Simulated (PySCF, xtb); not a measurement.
O2, SMILES O=O (connectivity only; charge and spin as stated), charge +1, multiplicity 2.

Harmonic wavenumbers (cm⁻¹) from GFN2-xTB in xtb at its own minimum, in rising order: 1986.

Question: What does PBE-D3(BJ)/def2-TZVPD in PySCF give at its own minimum? (The exact figures need the calculation; the answer reports its results.)

Answer: 1931. Paired by order, the mean absolute difference is 55 cm⁻¹ and the zero-point energies are 2.8 and 2.8 kcal/mol.
